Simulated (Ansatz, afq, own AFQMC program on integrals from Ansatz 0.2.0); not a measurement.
AFQMC on a folder of integrals that Ansatz 0.2.0 wrote.

```yaml
crystal:
  periodic: [false, false, false]
  atoms:
    - {symbol: Si, position_ang: [-1.072993, 0.005784, 0.020136]}
    - {symbol: Al, position_ang: [1.302554, -0.007022, -0.024444]}
    - {symbol: H, position_ang: [-1.649681, 1.388403, 0.005708]}
    - {symbol: H, position_ang: [-1.637588, -0.658943, 1.238242]}
    - {symbol: H, position_ang: [-1.682655, -0.702669, -1.150684]}
basis:
  gaussian: {orbitals: cc-pVDZ}
magnetization: {spin_polarized: false}
correlation: {method: ccsd_t, electrons: outside_noble_gas, hamiltonian_folder: ham}
```

```sh
$ ansatz run in.yaml --threads 1 --pin off --events-out ev --progress --plain --max-ram 1382MiB
```

afq runs on the folder ham with

```
--method free --trial cid --walkers 100 --time-step 0.01 --max-blocks 60 --target-error 0.00076 --factor-cut 1e-05 --seed 2064 --times 0.0,0.4,0.8,1.6,2.4 --taylor-order 8
```

Times are imaginary, in 1/Eh. The walk had a cap of 262 s.

Output of the walk:

```
orbitals 41  electrons 5 5  factors 310 of 493
reference energy -532.54318061 Eh
CCSD correlation -0.19454065 Eh in 12 cycles, weight of the determinant in the CISD state 0.8523
repeat  energy at the last time / Eh  error
    10  -532.743521  0.000424
    20  -532.743333  0.000326
    30  -532.743452  0.000289
time / (1/Eh)  energy / Eh  error  mean overlap
  0.00  -532.737286  0.000175  1.1648
  0.40  -532.741087  0.000210  1.1424
  0.80  -532.742204  0.000207  1.1519
  1.60  -532.743118  0.000251  1.1837
  2.40  -532.743500  0.000285  1.1856
energy -532.743500 +/- 0.000285 Eh
```

The run passed its tests (error under three times the target), which doesn't prove that it has relaxed.

Against this walk (error 7.8 meV) on the same determinant: CCSD(T) 25.9 meV higher, CCSDT(Q) 8.5 meV lower (within the noise). The error is statistical, and a free projection of finite length keeps a remainder of its start. The last points still move (meV from the last: 169 ± 5 at 0.00, 66 ± 6 at 0.40, 35 ± 6 at 0.80, 10 ± 7 at 1.60, 0 ± 8 at 2.40), but the last one has reached CCSDT(Q) within the noise or passed it, so little can be left to fall.

Cautions: remainder of the start not in the error; higher spins were not checked; restricted determinant unstable towards unrestricted (UHF 62 meV lower, ⟨S²⟩ 0.36).

The walk took 100 s on 1 thread of Arm Neoverse V1 (shared host). The log's last line is the free-projection energy.

CCSDT and higher add their correlation energy to the determinant of the CCSD(T) run, since their own runs factorise the integrals more tightly (a shift of under 2 meV). A walk keeps the symmetry of its determinant, which the program's search chose and which needn't be the lowest solution, so a lower state of the same spin and another symmetry isn't excluded.
